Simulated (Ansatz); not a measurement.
# NO₂: state-averaged CASSCF

Computed with Ansatz's Gaussian-basis code (development build). State-averaged CASSCF with equal weights; occupations are averaged over the states; levels count from the state that is lowest in CASSCF. No symmetry is imposed, so a solution can break that of the shape. Lower solutions, or ones in other orbitals, may exist.

Geometry:

```xyz
3

N     0.0000    0.0000   -0.3148
O     0.0000    1.0929    0.1377
O     0.0000   -1.0929    0.1377
```

Basis cc-pVDZ, nonrelativistic, 3 orbitals frozen in the corrections; active space CAS(11,9). Averaged: 2 doublets.

(1) Give the levels in order.

Answers

(1) 

```tsv
state	CASSCF (eV)	SC-NEVPT2 (eV)
doublet	0.000	0.000
doublet	2.941	2.921
```

Occupations: 1.97, 1.97, 1.96, 1.94, 1.92, 0.60, 0.58, 0.03, 0.02.
